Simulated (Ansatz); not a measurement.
**Relaxing YTi3**

Method: Ansatz, DFT PBE, scalar-relativistic, plane waves, PAW. Cutoff 420 eV, Γ-centred k mesh, Gaussian smearing, no spin polarisation in the final step.

YTi3 was placed on the TiAl3 (D0_22) structure type (I4/mmm, No. 139), with Y in place of Ti, Ti in place of Al, at a guessed volume.

```xyz
4
Lattice="-1.9918 1.9918 4.4492 1.9918 -1.9918 4.4492 1.9918 1.9918 -4.4492" Properties=species:S:1:pos:R:3 pbc="T T T"
Y     0.0000    0.0000    0.0000
Ti    0.0000    0.0000    4.4492
Ti    1.9918    0.0000    2.2246
Ti    0.0000    1.9918    2.2246
```

Cell and atoms relax at zero pressure; the relaxation can't lower the symmetry of the start. After a coarse first stage the cell is made exact in the group found at 0.06 Å.

Formation energies are uncorrected and refer to the elements' standard structures at the same level.

(1) Describe the relaxed structure.

(2) What are its volume, energy, density and gap?

## Answers

(1) It keeps I4/mmm (No. 139). The result has the TiAl3 (D0_22) structure. Conventional cell: a = 4.373 Å, c = 8.510 Å. Y is coordinated by 12 Ti at 3.05–3.09 Å; around Ti on Wyckoff site b (1 atom of the primitive cell) lie 8 Ti at 3.05 Å and 4 Y at 3.09 Å; Ti on Wyckoff site d (2 atoms of the primitive cell) has 4 Y at 3.05 Å and 8 Ti at 3.05–3.09 Å.

Space group I4/mmm (No. 139). a = 4.373 Å, b = 4.373 Å, c = 8.510 Å, α = 90.00°, β = 90.00°, γ = 90.00°
| atom | site | symmetry | x | y | z |
| --- | --- | --- | --- | --- | --- |
| Y | 2a | 4/mmm | 0.0000 | 0.0000 | 0.0000 |
| Ti | 2b | 4/mmm | 0.5000 | 0.5000 | 0.0000 |
| Ti | 4d | -4m2 | 0.5000 | 0.0000 | 0.2500 |

(2) The volume per atom is 20.34 Å³, the density is 4.75 g/cm³ and the energy over the elements is 0.27 eV/atom. The gap on the 16×16×16 mesh is 0 eV (a metal).

The final run used a 16×16×16 mesh on its 4-atom cell and 0.10 eV smearing. For metals, differences of a few meV/atom aren't resolved. Symmetry constrained the relaxation, so the result can be a saddle point.

Cost: 3 runs of about 6.1 core-minutes in all, on Intel Xeon Platinum 8259CL (Skylake/Cascade Lake) (shared hosts).